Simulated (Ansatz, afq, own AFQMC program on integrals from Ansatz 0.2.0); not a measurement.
AlPH, doublet in 6-31G, levels against full CI

```yaml
atoms:
  - { symbol: Al, position_ang: [0.0000, 0.0000, 0.1876] }
  - { symbol: P, position_ang: [0.0000, 0.0000, -1.9566] }
  - { symbol: H, position_ang: [0.0000, 0.0000, 1.7690] }
```

Connectivity, by distances: AlH–P.

Basis 6-31G. Noble-gas cores (and the filled d shells of Ga–Kr and In–Xe) are frozen. AFQMC by an in-house program on the Cholesky factors that Ansatz 0.2.0 writes for its CCSD(T) run. The CISD trial takes its coefficients from CCSD amplitudes. Released means that phaseless walkers are propagated on without the constraint, phases kept. Uncertainties: one standard error, sampling alone.

Determinant: UHF, the one that the program's search chose, which needn't be the lowest solution. The geometry is a PBE0/def2-TZVP stationary point of this or a neighbouring charge and spin state.

Full CI on the same integrals is exact in this basis and with this determinant's frozen core.

Cautions: strong correlation (T1 0.052, weight of the determinant 0.86, largest double 0.13); unrestricted determinant spin contaminated (⟨S²⟩ 0.91 against 0.75).

- T1 diagnostic: 0.0521
- weight of the determinant in the CISD state: 0.859
- ⟨S²⟩ of the determinant: 0.913
- size of the correlated space: 9 electrons in 18 orbitals

```json
{"level": "MP2", "correlation energy (eV)": "-1.9563"}
{"level": "CCSD", "correlation energy (eV)": "-2.5919"}
{"level": "CCSD(T)", "correlation energy (eV)": "-2.6798"}
```

Estimate where phaseless AFQMC with a CISD trial lies against CCSD(T) on the same integrals.

1.23 ± 0.17 mEh below CCSD(T).

Reference: full CI, correlation energy -2.722 eV. The released energy is read at 2.40 1/Eh (meV from the phaseless value at times in 1/Eh: -3 ± 4 at 0.24, -5 ± 3 at 0.51, -5.6 ± 2.3 at 0.99, -5.9 ± 1.6 at 1.62, -5.0 ± 2.0 at 2.40).

```csv
level,E − E(reference) (mEh),share of correlation (%)
CCSD(T),1.57,98.43
CCSDT,0.13,99.87
CCSDT(Q),-0.11,100.11
CCSDTQ,-0.01,100.01
ph-AFQMC/HF,0.35 ± 0.89,99.65
ph-AFQMC/CISD,0.34 ± 0.17,99.66
released AFQMC,0.16 ± 0.07,99.84
```

CCSDT and higher add their correlation energy to the determinant of the CCSD(T) run, since their own runs factorise the integrals more tightly (a shift of under 2 meV). A walk keeps the symmetry of its determinant, which the program's search chose and which needn't be the lowest solution, so a lower state of the same spin and another symmetry isn't excluded. Released energies are given only where the last usable release times agree within the noise; a slower fall can still hide under it.
